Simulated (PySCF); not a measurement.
Atoms are numbered as in `[O:1]=[CH:2][CH:3]1[CH2:4][CH2:5]1`. Each H is labelled by its parent atom. Ha(C4), Ha(C5) are cis to C2 on the ring; Hb(C4), Hb(C5) are trans to C2 on the ring.

GIAO shifts from PySCF 2.14 on PBE0-D3(BJ)/def2-TZVP geometries (one conformer, non-relativistic, equivalent nuclei averaged), against TMS at the same level and in the same medium; PCM means IEF-PCM chloroform.

Measured (solution, not stated per compound (mostly CDCl3 or CCl4); Pretsch, Buehlmann, Badertscher, Structure Determination of Organic Compounds, 4th ed. (2009)): C3 22.7, C4/C5 7.4, H(C3) 1.79 ppm.

**Question.** Which unscaled values do B97-2/pcSseg-2, gas; WP04/pcSseg-2, PCM; wB97X-D/pcSseg-2, PCM give, and how close are they?

**Answer.** 
| atoms | measured | B97-2/pcSseg-2, gas | WP04/pcSseg-2, PCM | wB97X-D/pcSseg-2, PCM |
| --- | --- | --- | --- | --- |
| C3 | 22.7 | 25.6 | 30.2 | 28.7 |
| C4/C5 | 7.4 | 7.2 | 11.4 | 8.3 |
| H(C3) | 1.79 | 1.56 | 1.70 | 1.64 |

Mean absolute error for 13C: B97-2/pcSseg-2, gas 1.6, WP04/pcSseg-2, PCM 5.8, wB97X-D/pcSseg-2, PCM 3.5 ppm.

Mean absolute error for 1H: B97-2/pcSseg-2, gas 0.23, WP04/pcSseg-2, PCM 0.09, wB97X-D/pcSseg-2, PCM 0.15 ppm.
